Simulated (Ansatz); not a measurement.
Relaxation of C₄H₁₂N₂ (18 atoms, charge 0, multiplicity 1), to a largest force component of 0.015 eV/Å in at most 40 steps.

Computed with RKS PBE-D4/6-31G* in Ansatz.

```xyz
18
Properties=species:S:1:pos:R:3:forces:R:3
C -0.358 -0.855 -1.847 -1.76 2.59 -1.07
C 0.700 -0.034 -1.160 0.43 0.13 0.24
N 2.064 -0.556 -1.227 -0.30 1.88 -0.72
C 2.581 -0.510 -2.603 -0.18 -5.20 1.50
C 2.228 -1.793 -0.557 1.69 0.31 0.83
N 3.659 -1.950 -0.268 0.85 -0.03 -0.31
H -0.465 -1.828 -1.471 -0.16 -1.85 0.63
H -0.150 -0.863 -2.937 -0.21 -0.30 0.16
H -1.373 -0.298 -1.712 1.26 -0.90 -0.24
H 0.684 0.966 -1.610 0.20 0.32 -0.06
H 0.459 0.108 -0.106 -0.17 0.01 0.54
H 2.085 -1.343 -3.200 0.14 0.51 -0.03
H 3.621 -0.820 -2.624 0.67 0.22 0.21
H 2.425 0.352 -3.105 -0.59 3.51 -1.40
H 1.721 -1.792 0.393 -1.25 0.38 0.69
H 1.895 -2.650 -1.103 -0.45 -1.30 -0.90
H 3.982 -1.038 0.094 -0.14 -0.23 0.01
H 3.800 -2.633 0.485 -0.01 -0.06 -0.06
```

**Question.** Where does it end, and by what steps?

**Answer.** The run converged. After 7 steps the energy has fallen by 0.626 eV; H18 moved furthest, 0.36 Å.

```tsv
step	energy less start (eV)	largest force component (eV/Å)	accepted
0	0.0000	5.200	yes
1	-0.5400	1.342	yes
2	-0.5948	0.314	yes
3	-0.6192	0.128	yes
4	-0.6235	0.098	yes
5	-0.6257	0.058	yes
6	-0.6261	0.033	yes
7	-0.6262	0.006	yes
```

```xyz
18
Properties=species:S:1:pos:R:3
C -0.417 -0.867 -1.838
C 0.678 0.010 -1.202
N 2.051 -0.491 -1.266
C 2.596 -0.555 -2.618
C 2.263 -1.720 -0.516
N 3.696 -1.891 -0.276
H -0.481 -1.854 -1.347
H -0.232 -1.036 -2.913
H -1.403 -0.381 -1.742
H 0.672 1.007 -1.683
H 0.435 0.175 -0.134
H 2.057 -1.262 -3.292
H 3.644 -0.885 -2.551
H 2.564 0.449 -3.076
H 1.641 -1.638 0.406
H 1.918 -2.636 -1.056
H 4.010 -1.165 0.378
H 3.868 -2.799 0.169
```

Whether the end is a true minimum wasn't checked by a vibrational analysis.

Run time: 45 s on 2 threads of Arm Neoverse N1 (shared host), peak memory 0.16 GiB.
